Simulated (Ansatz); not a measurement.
# HCl₂ (doublet): wave-function methods side by side at distance Cl1–H2 along a hydrogen transfer = 1.189 Å, cc-pVDZ

Aim: climb from Hartree-Fock through coupled cluster and multireference methods for HCl₂ (doublet) at one geometry and basis, and see what each rung misses.

Computed with Ansatz 0.2.0, Gaussian basis. Level: cc-pVDZ, core rule «outside noble gas», up to 10 orbitals frozen.

To be run: UHF; CCSD(T) on ROHF; CCSD(T) on UHF; BCCD(T) on ROHF; CISD; CCSDT(Q) on ROHF; CCSDT(Q) on UHF; CASSCF and MRCISD+Q, 3 electrons in 3 orbitals; CASSCF and NEVPT2, 3 electrons in 3 orbitals; CASSCF and MRCISD+Q, 15 electrons in 9 orbitals; CASSCF and NEVPT2, 15 electrons in 9 orbitals.

9 further runs of the same task are left out: 8 that didn't finish, 1 set aside as unsound or not needed.

### Step 1. The system

The geometry derives from fragments relaxed apart (PBE0/def2-TZVP) and kept rigid, so it is no stationary point. A hydrogen atom is moved between rigid fragments.

3 atoms, charge 0, spin multiplicity 2.

Atoms are counted from 1 here; the program's logs count them from 0.

Bond lengths: Cl1–H2 1.189 Å.

### Step 2. UHF

File in.yaml:

```yaml
crystal:
  periodic: [false, false, false]
  atoms:
    - {symbol: Cl, position_ang: [0.000000, 0.000000, -1.405333]}
    - {symbol: H, position_ang: [0.000000, 0.000000, -0.216333]}
    - {symbol: Cl, position_ang: [0.000000, 0.000000, 1.621667]}
basis:
  gaussian: {orbitals: cc-pVDZ}
magnetization: {spin_polarized: true, initial_magnetization: 1}
hamiltonian: {xc: hf}
output: {orbitals: {seedname: orbitals}}
```

Started as:

```bash
$ ansatz run in.yaml --threads 1 --pin off --events-out ev --progress --plain --max-ram 2393MiB
```

The runs that follow: CCSD(T) on ROHF; CCSD(T) on UHF; BCCD(T) on ROHF; CISD; CCSDT(Q) on ROHF; CCSDT(Q) on UHF; CASSCF and MRCISD+Q, 3 electrons in 3 orbitals; CASSCF and NEVPT2, 3 electrons in 3 orbitals; CASSCF and MRCISD+Q, 15 electrons in 9 orbitals; CASSCF and NEVPT2, 15 electrons in 9 orbitals.

Before running them: what should the planned runs give, taken together? Wanted: UCCSDT(Q) below the RHF energy; RMP2 from UCCSDT(Q); UMP2 from UCCSDT(Q); RCCSD from UCCSDT(Q); RCCSD(T) from UCCSDT(Q); UCCSD(T) from UCCSDT(Q); RCCSDT(Q) from UCCSDT(Q); NEVPT2 pair from UCCSDT(Q); MRCISD+Q pair from UCCSDT(Q).

As calculated:

```
                         quantity                                                                  value
   UCCSDT(Q) below the RHF energy                                                             -8.2691 eV
              RMP2 from UCCSDT(Q)                                                             +990.4 meV
              UMP2 from UCCSDT(Q)                                                            +1010.7 meV
             RCCSD from UCCSDT(Q)                                                             +141.1 meV
          RCCSD(T) from UCCSDT(Q)                                                              +24.5 meV
          UCCSD(T) from UCCSDT(Q)                                                              +24.1 meV
         RCCSDT(Q) from UCCSDT(Q)                                                               +0.3 meV
       NEVPT2 pair from UCCSDT(Q)                                                            +1019.5 meV
     MRCISD+Q pair from UCCSDT(Q)                                                              +38.3 meV
    NEVPT2 valence from UCCSDT(Q)                                                            +1751.7 meV
levels within 1 kcal/mol (43 meV)  RCCSD(T), UCCSD(T), BCCD(T), RCCSDT, UCCSDT, RCCSDT(Q), MRCISD+Q pair
                    T1 diagnostic                                                                  0.012
   effectively unpaired electrons                                                                   1.00
```

In words: RCCSD(T) lands +24.5 meV from the yardstick (0.3 % of the correlation energy). One determinant dominates. Of the multireference levels listed MRCISD+Q pair comes nearest in total energy (+38.3 meV), which doesn't show that its space is the better one. Coupled cluster took another determinant than the lowest Hartree-Fock one. These misses are within one basis, not against nature; the frozen cores of restricted and unrestricted runs differ, which can shift their rows.
